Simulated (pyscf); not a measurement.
Structures and frequencies: ωB97X-D3(BJ)/def2-SVP in PySCF.

Task: Estimate the classical barrier height and the reaction energy of `[SnH3][SnH3]` + `[H][H]` -> `[SnH2]` [singlet] + `[SnH4]` + `[H][H]` at PBE/def2-TZVP. The step runs on the singlet surface, breaks Sn–Sn, H–Sn, H–H and forms H–Sn, H–H; take the separated reactants as zero.

Result: ΔE‡ = 204.8 kJ/mol, ΔE = +133.3 kJ/mol. ωB97M-D3(BJ)/def2-TZVP gives 261.8 kJ/mol and +131.7 kJ/mol. Zero-point energy shifts the barrier by +2.0 kJ/mol. It is a multi-bond step, with an imaginary mode of 1167i cm⁻¹. On the product side the descent ends in an adduct with a Sn–Sn contact (not fully relaxed), 48.6 kJ/mol under the separated species and 132.4 kJ/mol under the saddle at ωB97X-D3(BJ)/def2-TZVP. What is counted as broken (Sn–Sn) persists as a longer contact in the product adduct; parting that adduct is a step of its own. One saddle was located; it need not be the lowest between these sides. Elements past Kr carry the def2 core potentials, without spin-orbit coupling.
